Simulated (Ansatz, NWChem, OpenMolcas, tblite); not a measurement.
CH5FSi (SMILES C[SiH2]F): methods side by side

CH5FSi: 8 atoms, total charge 0, spin state singlet. As SMILES, `C[SiH2]F`. Geometry: relaxed at PBE0-D4/def2-TZVP.

Each level gives the HOMO–LUMO gap (eV). The values are calculated.

```json
{"level": "IPEA1-xTB", "kind": "semi-empirical", "program": "tblite", "value (eV)": "6.55", "CPU time": "under 2 s"}
{"level": "HF/6-311+G**", "kind": "Hartree–Fock", "program": "OpenMolcas", "value (eV)": "14.24", "CPU time": "12 s"}
{"level": "SVWN5/6-311+G**", "kind": "LDA", "program": "Ansatz", "value (eV)": "7.19", "CPU time": "3.2 s"}
{"level": "revPBE/6-311+G**", "kind": "GGA", "program": "OpenMolcas", "value (eV)": "7.32", "CPU time": "45 s"}
{"level": "TPSS/6-311+G**", "kind": "meta-GGA", "program": "NWChem", "value (eV)": "7.65", "CPU time": "34 s"}
{"level": "r2SCAN/6-311+G**", "kind": "meta-GGA", "program": "Ansatz", "value (eV)": "8.19", "CPU time": "8.8 s"}
{"level": "B3LYP/6-311+G**", "kind": "global hybrid", "program": "OpenMolcas", "value (eV)": "8.97", "CPU time": "40 s"}
{"level": "wB97X/6-311+G**", "kind": "range-separated hybrid", "program": "NWChem", "value (eV)": "13.43", "CPU time": "54 s"}
{"level": "B2PLYP/6-311+G**", "kind": "double hybrid", "program": "Ansatz", "value (eV)": "11.23", "CPU time": "5.7 s"}
```

The values span 6.55 to 14.24 eV. Orbital gaps aren't excitation energies, and those of double hybrids come from the SCF part alone; they tend to grow with the share of exact exchange. Times are those of the runs behind each value, whatever else they computed, on shared processors of several kinds: orders of magnitude only.
